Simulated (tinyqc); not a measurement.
Inside a calculation (part 1 of 3). Method: UHF in the sto-3g basis, for OH-, spin multiplicity 1. The basis has no diffuse functions, so it cannot describe the extra electron: this is an exercise in the method, not the real anion. Computed by tinyqc, a small Python program that keeps every step (integrals from PySCF). Settings: charge = -1, multiplicity = 1, basis = sto-3g, energy threshold = 1e-09, iteration cap = 69, orthogonalisation = symmetric, start = core, DIIS depth = 8, method = UHF, break = 0.7. Command: `OMP_NUM_THREADS=1 python tinyqc.py 20530 20531 out.jsonl` (the two numbers bound the seeds that draw the settings). One thread of a shared host (Intel(R) Xeon(R) Processor @ 2.60GHz), about 0.1 s of CPU time with the checks. Later iterations appear only in the table of the cycle.

## One-electron integrals

Geometry (angstrom):
```
atom         x         y         z
O     0.000000  0.000000  0.000000
H     0.000000  0.000000  1.388000
```

Basis sto-3g: exponents (1/bohr^2) and contraction coefficients of normalised primitives:
```
element  l (shell)    exponent  coefficient
O            s (1)  130.709320     0.154329
O            s (1)   23.808861     0.535328
O            s (1)    6.443608     0.444635
O            s (2)    5.033151    -0.099967
O            s (2)    1.169596     0.399513
O            s (2)    0.380389     0.700115
O            p (3)    5.033151     0.155916
O            p (3)    1.169596     0.607684
O            p (3)    0.380389     0.391957
H            s (1)    3.425251     0.154329
H            s (1)    0.623914     0.535328
H            s (1)    0.168855     0.444635
```

Overlap, kinetic and nuclear-attraction integrals over the contracted functions; the nuclear repulsion is the sum of Za Zb / Rab.

nuclear repulsion = 3.05001274 hartree

overlap S, lower triangle:
```
           1O 1s     1O 2s    1O 2px    1O 2py    1O 2pz     2H 1s
1O 1s   1.000000
1O 2s   0.236704  1.000000
1O 2px  0.000000  0.000000  1.000000
1O 2py  0.000000  0.000000  0.000000  1.000000
1O 2pz  0.000000  0.000000  0.000000  0.000000  1.000000
2H 1s   0.019710  0.242097  0.000000  0.000000  0.233842  1.000000
```

kinetic energy T (hartree), lower triangle:
```
            1O 1s     1O 2s    1O 2px    1O 2py    1O 2pz     2H 1s
1O 1s   29.003200
1O 2s   -0.168011  0.808128
1O 2px   0.000000  0.000000  2.528731
1O 2py   0.000000  0.000000  0.000000  2.528731
1O 2pz   0.000000  0.000000  0.000000  0.000000  2.528731
2H 1s   -0.006297  0.005440  0.000000  0.000000  0.062762  0.760032
```

nuclear attraction V (hartree), lower triangle:
```
             1O 1s      1O 2s     1O 2px     1O 2py     1O 2pz      2H 1s
1O 1s   -60.999706
1O 2s    -7.273323  -9.432943
1O 2px    0.000000   0.000000  -9.344255
1O 2py    0.000000   0.000000   0.000000  -9.344255
1O 2pz   -0.007383  -0.092708   0.000000   0.000000  -9.392576
2H 1s    -0.619092  -1.618108   0.000000   0.000000  -1.356193  -4.256806
```

core Hamiltonian H = T + V (hartree), lower triangle:
```
             1O 1s      1O 2s     1O 2px     1O 2py     1O 2pz      2H 1s
1O 1s   -31.996507
1O 2s    -7.441334  -8.624815
1O 2px    0.000000   0.000000  -6.815524
1O 2py    0.000000   0.000000   0.000000  -6.815524
1O 2pz   -0.007383  -0.092708   0.000000   0.000000  -6.863845
2H 1s    -0.625389  -1.612668   0.000000   0.000000  -1.293431  -3.496775
```

## Two-electron integrals

Functions are numbered as in S; the eight-fold symmetry (ij|kl) = (ji|kl) = (kl|ij) leaves the list below.

Two-electron integrals (ij|kl) in chemists' order, unique and non-zero (hartree):
```
(11|11) 4.785065   (21|11) 0.741380   (21|21) 0.136873   (22|11) 1.118947
(22|21) 0.256633   (22|22) 0.817206   (31|31) 0.024477   (32|31) 0.037809
(32|32) 0.180518   (33|11) 1.115814   (33|21) 0.256684   (33|22) 0.817023
(33|33) 0.880159   (41|41) 0.024477   (42|41) 0.037809   (42|42) 0.180518
(43|43) 0.047444   (44|11) 1.115814   (44|21) 0.256684   (44|22) 0.817023
(44|33) 0.785270   (44|44) 0.880159   (51|51) 0.024477   (52|51) 0.037809
(52|52) 0.180518   (53|53) 0.047444   (54|54) 0.047444   (55|11) 1.115814
(55|21) 0.256684   (55|22) 0.817023   (55|33) 0.785270   (55|44) 0.785270
(55|55) 0.880159   (61|11) 0.062376   (61|21) 0.011433   (61|22) 0.021349
(61|33) 0.021312   (61|44) 0.021312   (61|51) 0.000490   (61|52) 0.000932
(61|55) 0.021426   (61|61) 0.000966   (62|11) 0.181875   (62|21) 0.042371
(62|22) 0.153416   (62|33) 0.150674   (62|44) 0.150674   (62|51) 0.003123
(62|52) 0.025985   (62|55) 0.158744   (62|61) 0.003612   (62|62) 0.038680
(63|31) 0.004045   (63|32) 0.024932   (63|53) 0.005119   (63|63) 0.005003
(64|41) 0.004045   (64|42) 0.024932   (64|54) 0.005119   (64|64) 0.005003
(65|11) 0.144640   (65|21) 0.034087   (65|22) 0.131946   (65|33) 0.126327
(65|44) 0.126327   (65|51) 0.006177   (65|52) 0.045389   (65|55) 0.143030
(65|61) 0.003004   (65|62) 0.040562   (65|65) 0.047118   (66|11) 0.378677
(66|21) 0.089574   (66|22) 0.373934   (66|33) 0.361447   (66|44) 0.361447
(66|51) 0.007021   (66|52) 0.083366   (66|55) 0.398564   (66|61) 0.007657
(66|62) 0.130075   (66|65) 0.156506   (66|66) 0.774606
```

## Orthogonalisation

S = U s U^T; symmetric (Loewdin) form X = U s^(-1/2) U^T, so that X^T S X = 1.

eigenvalues of S: 0.622947  0.847435  1.000000  1.000000  1.134947  1.394670

X, lower triangle:
```
            1O 1s      1O 2s    1O 2px    1O 2py     1O 2pz     2H 1s
1O 1s    1.022325
1O 2s   -0.125732   1.047205
1O 2px   0.000000   0.000000  1.000000
1O 2py   0.000000   0.000000  0.000000  1.000000
1O 2pz  -0.002852   0.023800  0.000000  0.000000   1.022396
2H 1s    0.013461  -0.133451  0.000000  0.000000  -0.126112  1.046796
```

## Starting guess

The start is the orbitals of the core Hamiltonian, with HOMO and LUMO mixed by +/-0.7 rad for the two spins; D(s) = C_occ C_occ^T for each spin.

D(alpha) at the start, lower triangle:
```
            1O 1s      1O 2s     1O 2px     1O 2py     1O 2pz     2H 1s
1O 1s    1.060838
1O 2s   -0.259554   1.110272
1O 2px   0.010720  -0.087578   0.626787
1O 2py  -0.003588   0.029310   0.124907   0.958196
1O 2pz  -0.008509   0.050010  -0.070034   0.023439   1.048631
2H 1s    0.030834  -0.168486   0.492862  -0.164951  -0.171679  0.478807
```

D(beta) at the start, lower triangle:
```
            1O 1s      1O 2s     1O 2px     1O 2py     1O 2pz     2H 1s
1O 1s    1.060838
1O 2s   -0.259554   1.110272
1O 2px  -0.010720   0.087578   0.626787
1O 2py   0.003588  -0.029310   0.124907   0.958196
1O 2pz  -0.008509   0.050010   0.070034  -0.023439   1.048631
2H 1s    0.030834  -0.168486  -0.492862   0.164951  -0.171679  0.478807
```

## Iteration 1: building the Fock matrix

J_ij = sum D_kl (ij|kl) with D = D(alpha) + D(beta), K_ij = sum D_kl (ik|jl) for each spin; F = H + J - K(s); E = tr D H + tr D J / 2 - 0.5 sum_s tr D(s) K(s) + E_nn.

Coulomb J (hartree), lower triangle:
```
            1O 1s     1O 2s    1O 2px    1O 2py    1O 2pz     2H 1s
1O 1s   17.892983
1O 2s    3.387968  8.392404
1O 2px   0.000000  0.000000  8.330743
1O 2py   0.000000  0.000000  0.023705  8.393637
1O 2pz   0.007167  0.066090  0.000000  0.000000  8.429449
2H 1s    0.283494  1.569293  0.000000  0.000000  1.364322  4.086455
```

exchange K(alpha) (hartree), lower triangle:
```
            1O 1s      1O 2s    1O 2px     1O 2py    1O 2pz     2H 1s
1O 1s    4.908043
1O 2s    0.841295   1.355231
1O 2px  -0.001070   0.002344  0.846136
1O 2py   0.000358  -0.000785  0.104012   1.122105
1O 2pz   0.000299   0.006295  0.006466  -0.002164  1.163461
2H 1s    0.074504   0.234995  0.156297  -0.052309  0.174241  0.377230
```

exchange K(beta) (hartree), lower triangle:
```
            1O 1s      1O 2s     1O 2px    1O 2py    1O 2pz     2H 1s
1O 1s    4.908043
1O 2s    0.841295   1.355231
1O 2px   0.001070  -0.002344   0.846136
1O 2py  -0.000358   0.000785   0.104012  1.122105
1O 2pz   0.000299   0.006295  -0.006466  0.002164  1.163461
2H 1s    0.074504   0.234995  -0.156297  0.052309  0.174241  0.377230
```

F(alpha) (hartree), lower triangle:
```
             1O 1s      1O 2s     1O 2px    1O 2py     1O 2pz     2H 1s
1O 1s   -19.011567
1O 2s    -4.894662  -1.587642
1O 2px    0.001070  -0.002344   0.669083
1O 2py   -0.000358   0.000785  -0.080307  0.456008
1O 2pz   -0.000514  -0.032913  -0.006466  0.002164   0.402143
2H 1s    -0.416399  -0.278370  -0.156297  0.052309  -0.103350  0.212451
```

F(beta) (hartree), lower triangle:
```
             1O 1s      1O 2s     1O 2px     1O 2py     1O 2pz     2H 1s
1O 1s   -19.011567
1O 2s    -4.894662  -1.587642
1O 2px   -0.001070   0.002344   0.669083
1O 2py    0.000358  -0.000785  -0.080307   0.456008
1O 2pz   -0.000514  -0.032913   0.006466  -0.002164   0.402143
2H 1s    -0.416399  -0.278370   0.156297  -0.052309  -0.103350  0.212451
```

total energy of this density = -73.44060297 hartree

## Iteration 1: diagonalisation and new density

Diagonalise F' = X^T F X, C = X C', fill 5 alpha and 5 beta electrons from the bottom; D(s) = C_occ C_occ^T. Each column has its largest component positive (the first on a tie).

F' = X^T F X (alpha) (hartree), lower triangle:
```
            1          2          3          4          5         6
1  -18.647189
2   -2.616140  -0.685822
3   -0.000697   0.018114   0.669083
4    0.000233  -0.006063  -0.080307   0.456008
5   -0.010769   0.006345   0.013041  -0.004365   0.449771
6   -0.017606  -0.182388  -0.162468   0.054375  -0.194897  0.317282
```

orbital energies (alpha) (hartree): MO1 -19.020584, MO2 -0.362415, MO3 0.181331, MO4 0.429131, MO5 0.536477, MO6 0.795193

coefficients C (alpha):
```
              MO1        MO2        MO3       MO4        MO5        MO6
1O 1s    0.994334  -0.255171   0.075400  0.000000  -0.027402  -0.029971
1O 2s    0.023191   0.976698  -0.357700  0.000000   0.149568   0.161327
1O 2px  -0.000077   0.025041   0.234689  0.317377  -0.459815   0.795070
1O 2py   0.000026  -0.008381  -0.078546  0.948299   0.153891  -0.266094
1O 2pz   0.000793   0.045790   0.456005  0.000000   0.851339   0.356311
2H 1s   -0.003251   0.151273   0.759765  0.000000  -0.506844  -0.522157
```

F' = X^T F X (beta) (hartree), lower triangle:
```
            1          2          3          4          5         6
1  -18.647189
2   -2.616140  -0.685822
3    0.000697  -0.018114   0.669083
4   -0.000233   0.006063  -0.080307   0.456008
5   -0.010769   0.006345  -0.013041   0.004365   0.449771
6   -0.017606  -0.182388   0.162468  -0.054375  -0.194897  0.317282
```

orbital energies (beta) (hartree): MO1 -19.020584, MO2 -0.362415, MO3 0.181331, MO4 0.429131, MO5 0.536477, MO6 0.795193

coefficients C (beta):
```
              MO1        MO2        MO3       MO4        MO5        MO6
1O 1s    0.994334  -0.255171   0.075400  0.000000  -0.027402   0.029971
1O 2s    0.023191   0.976698  -0.357700  0.000000   0.149568  -0.161327
1O 2px   0.000077  -0.025041  -0.234689  0.317377   0.459815   0.795070
1O 2py  -0.000026   0.008381   0.078546  0.948299  -0.153891  -0.266094
1O 2pz   0.000793   0.045790   0.456005  0.000000   0.851339  -0.356311
2H 1s   -0.003251   0.151273   0.759765  0.000000  -0.506844   0.522157
```

D(alpha) after iteration 1, lower triangle:
```
            1O 1s      1O 2s     1O 2px     1O 2py     1O 2pz     2H 1s
1O 1s    1.060248
1O 2s   -0.257235   1.104796
1O 2px   0.023829  -0.128266   0.367864
1O 2py  -0.007975   0.042928   0.211563   0.929194
1O 2pz   0.000158   0.008961  -0.283292   0.094812   0.934815
2H 1s    0.029342  -0.199902   0.415151  -0.138943  -0.078115  0.857028
```

D(beta) after iteration 1, lower triangle:
```
            1O 1s      1O 2s     1O 2px     1O 2py     1O 2pz     2H 1s
1O 1s    1.060248
1O 2s   -0.257235   1.104796
1O 2px  -0.023829   0.128266   0.367864
1O 2py   0.007975  -0.042928   0.211563   0.929194
1O 2pz   0.000158   0.008961   0.283292  -0.094812   0.934815
2H 1s    0.029342  -0.199902  -0.415151   0.138943  -0.078115  0.857028
```

## Iteration 2: building the Fock matrix

As before.

Coulomb J (hartree), lower triangle:
```
            1O 1s     1O 2s    1O 2px    1O 2py    1O 2pz     2H 1s
1O 1s   17.302773
1O 2s    3.254433  8.040885
1O 2px   0.000000  0.000000  7.944402
1O 2py   0.000000  0.000000  0.040150  8.050930
1O 2pz   0.009035  0.114539  0.000000  0.000000  8.103959
2H 1s    0.272463  1.549424  0.000000  0.000000  1.381387  4.398560
```

exchange K(alpha) (hartree), lower triangle:
```
            1O 1s      1O 2s     1O 2px     1O 2py    1O 2pz     2H 1s
1O 1s    4.897627
1O 2s    0.826631   1.289070
1O 2px  -0.000074  -0.048030   0.611910
1O 2py   0.000025   0.016075   0.176172   1.079338
1O 2pz   0.000496  -0.002677  -0.181332   0.060688  1.090513
2H 1s    0.072886   0.263462   0.092975  -0.031117  0.245200  0.681016
```

exchange K(beta) (hartree), lower triangle:
```
            1O 1s      1O 2s     1O 2px     1O 2py    1O 2pz     2H 1s
1O 1s    4.897627
1O 2s    0.826631   1.289070
1O 2px   0.000074   0.048030   0.611910
1O 2py  -0.000025  -0.016075   0.176172   1.079338
1O 2pz   0.000496  -0.002677   0.181332  -0.060688  1.090513
2H 1s    0.072886   0.263462  -0.092975   0.031117  0.245200  0.681016
```

F(alpha) (hartree), lower triangle:
```
             1O 1s      1O 2s     1O 2px     1O 2py     1O 2pz     2H 1s
1O 1s   -19.591361
1O 2s    -5.013532  -1.872999
1O 2px    0.000074   0.048030   0.516968
1O 2py   -0.000025  -0.016075  -0.136022   0.156068
1O 2pz    0.001157   0.024507   0.181332  -0.060688   0.149601
2H 1s    -0.425812  -0.326706  -0.092975   0.031117  -0.157244  0.220770
```

F(beta) (hartree), lower triangle:
```
             1O 1s      1O 2s     1O 2px     1O 2py     1O 2pz     2H 1s
1O 1s   -19.591361
1O 2s    -5.013532  -1.872999
1O 2px   -0.000074  -0.048030   0.516968
1O 2py    0.000025   0.016075  -0.136022   0.156068
1O 2pz    0.001157   0.024507  -0.181332   0.060688   0.149601
2H 1s    -0.425812  -0.326706   0.092975  -0.031117  -0.157244  0.220770
```

total energy of this density = -73.75760202 hartree

## Iteration 2: DIIS over 2 matrices

error matrix X^T (FDS - SDF) X (alpha):
```
           1          2          3          4          5          6
1   0.000000  -0.000299   0.003213  -0.001075  -0.000430  -0.001466
2   0.000299   0.000000  -0.044653   0.014945  -0.004179   0.022664
3  -0.003213   0.044653   0.000000   0.000000   0.109216  -0.024669
4   0.001075  -0.014945   0.000000   0.000000  -0.036553   0.008256
5   0.000430   0.004179  -0.109216   0.036553   0.000000   0.053126
6   0.001466  -0.022664   0.024669  -0.008256  -0.053126   0.000000
```

B (overlaps of the stored error matrices):
```
               1              2
1  3.2336983e-01  6.8346114e-02
2  6.8346114e-02  7.8102640e-02
```

Minimise |sum c_i e_i|^2 with sum c_i = 1: solve [B -1; -1 0][c; lambda] = [0; -1] with B_ij = tr e_i^T e_j summed over both spins, and take F = sum c_i F_i.

DIIS coefficients: 0.036848  0.963152

extrapolated F(alpha) (hartree), lower triangle:
```
             1O 1s      1O 2s     1O 2px     1O 2py     1O 2pz     2H 1s
1O 1s   -19.569996
1O 2s    -5.009152  -1.862485
1O 2px    0.000111   0.046174   0.522573
1O 2py   -0.000037  -0.015454  -0.133969   0.167120
1O 2pz    0.001095   0.022391   0.174412  -0.058372   0.158907
2H 1s    -0.425465  -0.324925  -0.095308   0.031898  -0.155258  0.220463
```

extrapolated F(beta) (hartree), lower triangle:
```
             1O 1s      1O 2s     1O 2px     1O 2py     1O 2pz     2H 1s
1O 1s   -19.569996
1O 2s    -5.009152  -1.862485
1O 2px   -0.000111  -0.046174   0.522573
1O 2py    0.000037   0.015454  -0.133969   0.167120
1O 2pz    0.001095   0.022391  -0.174412   0.058372   0.158907
2H 1s    -0.425465  -0.324925   0.095308  -0.031898  -0.155258  0.220463
```

## Iteration 2: diagonalisation and new density

As before.

F' = X^T F X (alpha) (hartree), lower triangle:
```
            1          2          3          4          5         6
1  -19.205802
2   -2.633064  -0.950114
3   -0.007472   0.065210   0.522573
4    0.002501  -0.021824  -0.133969   0.167120
5   -0.016197   0.066619   0.191436  -0.064070   0.211841
6   -0.016622  -0.207232  -0.127924   0.042814  -0.229748  0.345921
```

orbital energies (alpha) (hartree): MO1 -19.578094, MO2 -0.622132, MO3 0.030069, MO4 0.122284, MO5 0.337187, MO6 0.802227

coefficients C (alpha):
```
              MO1        MO2        MO3       MO4        MO5        MO6
1O 1s    0.994686  -0.259944   0.025921  0.000000   0.041150  -0.042544
1O 2s    0.021800   1.006531  -0.135924  0.000000  -0.226456   0.217909
1O 2px  -0.000075  -0.029951  -0.177570  0.317377   0.631645   0.684009
1O 2py   0.000025   0.010024   0.059429  0.948299  -0.211399  -0.228924
1O 2pz   0.000594  -0.020093   0.807028  0.000000  -0.352803   0.534420
2H 1s   -0.003006   0.076747   0.409895  0.000000   0.770498  -0.601744
```

F' = X^T F X (beta) (hartree), lower triangle:
```
            1          2          3          4          5         6
1  -19.205802
2   -2.633064  -0.950114
3    0.007472  -0.065210   0.522573
4   -0.002501   0.021824  -0.133969   0.167120
5   -0.016197   0.066619  -0.191436   0.064070   0.211841
6   -0.016622  -0.207232   0.127924  -0.042814  -0.229748  0.345921
```

orbital energies (beta) (hartree): MO1 -19.578094, MO2 -0.622132, MO3 0.030069, MO4 0.122284, MO5 0.337187, MO6 0.802227

coefficients C (beta):
```
              MO1        MO2        MO3       MO4        MO5        MO6
1O 1s    0.994686  -0.259944   0.025921  0.000000   0.041150   0.042544
1O 2s    0.021800   1.006531  -0.135924  0.000000  -0.226456  -0.217909
1O 2px   0.000075   0.029951   0.177570  0.317377  -0.631645   0.684009
1O 2py  -0.000025  -0.010024  -0.059429  0.948299   0.211399  -0.228924
1O 2pz   0.000594  -0.020093   0.807028  0.000000  -0.352803  -0.534420
2H 1s   -0.003006   0.076747   0.409895  0.000000   0.770498   0.601744
```

D(alpha) after iteration 2, lower triangle:
```
            1O 1s      1O 2s     1O 2px     1O 2py    1O 2pz     2H 1s
1O 1s    1.059336
1O 2s   -0.252799   1.083338
1O 2px   0.029100  -0.149052   0.532132
1O 2py  -0.009739   0.049885   0.156586   0.947594
1O 2pz   0.012215  -0.050011  -0.365548   0.122342  0.776168
2H 1s    0.019391  -0.153015   0.411598  -0.137754  0.057419  0.767580
```

D(beta) after iteration 2, lower triangle:
```
            1O 1s      1O 2s     1O 2px     1O 2py    1O 2pz     2H 1s
1O 1s    1.059336
1O 2s   -0.252799   1.083338
1O 2px  -0.029100   0.149052   0.532132
1O 2py   0.009739  -0.049885   0.156586   0.947594
1O 2pz   0.012215  -0.050011   0.365548  -0.122342  0.776168
2H 1s    0.019391  -0.153015  -0.411598   0.137754  0.057419  0.767580
```

## Iteration 3: building the Fock matrix

As before.

Coulomb J (hartree), lower triangle:
```
            1O 1s     1O 2s    1O 2px    1O 2py    1O 2pz     2H 1s
1O 1s   17.355084
1O 2s    3.266775  8.080138
1O 2px   0.000000  0.000000  8.011993
1O 2py   0.000000  0.000000  0.029717  8.090839
1O 2pz   0.003956  0.088309  0.000000  0.000000  8.114192
2H 1s    0.273325  1.547790  0.000000  0.000000  1.371460  4.340036
```

exchange K(alpha) (hartree), lower triangle:
```
            1O 1s      1O 2s     1O 2px     1O 2py    1O 2pz     2H 1s
1O 1s    4.897369
1O 2s    0.828217   1.295150
1O 2px  -0.000275  -0.067836   0.749475
1O 2py   0.000092   0.022703   0.130392   1.095436
1O 2pz   0.000548  -0.026880  -0.250295   0.083769  0.994674
2H 1s    0.073357   0.272485   0.077344  -0.025886  0.263315  0.654127
```

exchange K(beta) (hartree), lower triangle:
```
            1O 1s      1O 2s     1O 2px     1O 2py    1O 2pz     2H 1s
1O 1s    4.897369
1O 2s    0.828217   1.295150
1O 2px   0.000275   0.067836   0.749475
1O 2py  -0.000092  -0.022703   0.130392   1.095436
1O 2pz   0.000548  -0.026880   0.250295  -0.083769  0.994674
2H 1s    0.073357   0.272485  -0.077344   0.025886  0.263315  0.654127
```

F(alpha) (hartree), lower triangle:
```
             1O 1s      1O 2s     1O 2px     1O 2py     1O 2pz     2H 1s
1O 1s   -19.538792
1O 2s    -5.002777  -1.839826
1O 2px    0.000275   0.067836   0.446994
1O 2py   -0.000092  -0.022703  -0.100675   0.179878
1O 2pz   -0.003974   0.022480   0.250295  -0.083769   0.255674
2H 1s    -0.425421  -0.337363  -0.077344   0.025886  -0.185286  0.189135
```

F(beta) (hartree), lower triangle:
```
             1O 1s      1O 2s     1O 2px     1O 2py     1O 2pz     2H 1s
1O 1s   -19.538792
1O 2s    -5.002777  -1.839826
1O 2px   -0.000275  -0.067836   0.446994
1O 2py    0.000092   0.022703  -0.100675   0.179878
1O 2pz   -0.003974   0.022480  -0.250295   0.083769   0.255674
2H 1s    -0.425421  -0.337363   0.077344  -0.025886  -0.185286  0.189135
```

total energy of this density = -73.86827618 hartree
